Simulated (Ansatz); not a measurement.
# [NH$_{2}$···H···CH$_{3}$], doublet: transfer scan

Starting geometry:

```tsv
atom	x (Å)	y (Å)	z (Å)
N	-1.1459	-0.0178	-0.0277
H	-1.4432	0.9501	-0.0277
H	-1.4432	-0.4201	0.8526
H	-0.1335	-0.0178	-0.0277
C	1.2701	-0.0178	-0.0277
H	1.2701	-1.0978	-0.0277
H	1.2701	0.5222	0.9077
H	1.2701	0.5222	-0.9630
```

From there H4 is moved from one fragment to the other while all else, the fragments' distance too, stays fixed; atoms are numbered as listed. Energies are in kJ/mol, counted from the starting geometry at the same level.

Basis cc-pVDZ; Ansatz 0.2.0. Only valence electrons are correlated (noble-gas cores frozen). R marks a restricted (for open shells ROHF) determinant, U an unrestricted one.

For open shells CISD is restricted-active-space CI with the open shells as a complete middle space.

Full CI isn't at hand for all of this; UCCSDT(Q) serves as the reference, and is uncertain by about the last step of the cluster series. The frozen core follows each run's orbitals, which can shift R against U totals by a few meV.

```tsv
distance N1-H4 (Å)	UCCSDT(Q)	error RHF	error UMP2	error CISD	error UCCSD(T)	error RCCSDT	error RCCSDT(Q)
1.012	0.0	0.0	0.0	0.0	0.0	0.0	0.0
1.057	3.9	9.0	0.8	2.9	0.1	0.1	0.0
1.147	23.7	28.7	3.0	9.0	0.4	0.3	0.0
1.236	47.7	40.7	5.5	11.1	0.5	0.4	0.0
1.326	73.3	24.7	7.4	9.7	0.4	0.2	0.0
```

Errors are those of relative energies. In total energy the starting point itself misses UCCSDT(Q) by: RHF 996.3, UMP2 122.2, CISD 112.0, UCCSD(T) 3.4, RCCSDT 1.5, RCCSDT(Q) 0.1 kJ/mol.

Spread of the error over the points with a reference, to 1.326 Å (largest less smallest): RCCSDT(Q) 0.0, RCCSDT 0.4, UCCSD(T) 0.5, UMP2 7.4, CISD 11.1, RHF 40.7 kJ/mol.
